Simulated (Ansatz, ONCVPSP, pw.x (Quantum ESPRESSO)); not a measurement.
What a changed setting does to a pw.x run (bcc Cl)

Potential: optimised norm-conserving Vanderbilt (ONCV), ONCVPSP 4.0.1.1 (patched build), LDA (Perdew-Wang 92); core [Ne], reference 3s2 3p5; waves: 3s: rc 1.30 bohr, ncon 4, nbas 7, qcut 4 1/bohr, 1 projector; 3p: rc 1.30 bohr, ncon 4, nbas 7, qcut 6.8 1/bohr, 1 projector; d scattering state at 0.02 Ha: rc 1.30 bohr, ncon 3, nbas 8, qcut 8.5 1/bohr, 2 projectors, debl 2.7 Ha; local part: polynomial inside 1.10 bohr (lpopt 5, dvloc0 0 Ha); core correction: Teter function, fcfact 3, rcfact 1.

The reference run (k-mesh 14³, cutoffs 165/660 Ry, Fermi–Dirac 0.01 Ry, mixing_beta 0.4, conv_thr 1e-9, no spin) gives -0.64 GPa at 18.636 Å³/atom, where all-electron LAPW gives -0.38 GPa. This run, with its own iteration cap, changes degauss to 0.02.

```
&control
  calculation='scf', prefix='x', pseudo_dir='./', outdir='./tmp', tstress=.true., disk_io='none'
/
&system
  ibrav=0, nat=1, ntyp=1, ecutwfc=165, ecutrho=660, nbnd=11,
  occupations='smearing', smearing='fd', degauss=0.02
/
&electrons
  conv_thr=1e-09, mixing_beta=0.4, electron_maxstep=60
/
ATOMIC_SPECIES
Cl 1.0 Cl.UPF
CELL_PARAMETERS angstrom
  -1.67018368 1.67018368 1.67018368
  1.67018368 -1.67018368 1.67018368
  1.67018368 1.67018368 -1.67018368
ATOMIC_POSITIONS crystal
Cl 0.0000 0.0000 0.0000
K_POINTS automatic
14 14 14 0 0 0
```

```bash
pw.x < Cl.scf.in > Cl.scf.out
```

Question: How does the run end?

Answer: It converges in 5 iterations; the free energy moves by -122.1 meV/atom and the pressure by +1.26 GPa. In a metal, with Fermi–Dirac smearing, F lies below its zero-width value by a term in the square of the width.

```
Message from routine setup:
     using ibrav=0 with symmetry is DISCOURAGED, use correct ibrav instead
     lattice parameter (alat)  =       5.4667  a.u.
     unit-cell volume          =     125.7620 (a.u.)^3
     number of electrons       =         7.00
     number of Kohn-Sham states=           11
     kinetic-energy cutoff     =     165.0000  Ry
     charge density cutoff     =     660.0000  Ry
     scf convergence threshold =      1.0E-09
     Exchange-correlation= SLA  PW   NOGX NOGC
     number of k points=   104  Fermi-Dirac smearing, width (Ry)=  0.0200
     iteration #  1     ecut=   165.00 Ry     beta= 0.40
     total energy              =     -30.37538850 Ry
     estimated scf accuracy    <       0.00023811 Ry
     iteration #  2     ecut=   165.00 Ry     beta= 0.40
     total energy              =     -30.37539827 Ry
     estimated scf accuracy    <       0.00005224 Ry
     iteration #  3     ecut=   165.00 Ry     beta= 0.40
     total energy              =     -30.37540340 Ry
     estimated scf accuracy    <       0.00000361 Ry
     iteration #  4     ecut=   165.00 Ry     beta= 0.40
     total energy              =     -30.37540356 Ry
     estimated scf accuracy    <          4.7E-09 Ry
     iteration #  5     ecut=   165.00 Ry     beta= 0.40
     the Fermi energy is     4.9129 ev
!    total energy              =     -30.37540358 Ry
     estimated scf accuracy    <          4.8E-10 Ry
     smearing contrib. (-TS)   =      -0.02202378 Ry
     The total energy is F=E-TS. E is the sum of the following terms:
     one-electron contribution =       1.05327628 Ry
     hartree contribution      =       2.97554777 Ry
     xc contribution           =      -6.13256518 Ry
     ewald contribution        =     -28.24963866 Ry
     convergence has been achieved in   5 iterations
          total   stress  (Ry/bohr**3)                   (kbar)     P=        6.15
     Message from routine punch:
     Nothing written, as per user request (disk_io='none')
```

The run took about 46 s on one core of a shared host (Neoverse-V2, 192 threads, 742 GiB, load 25).
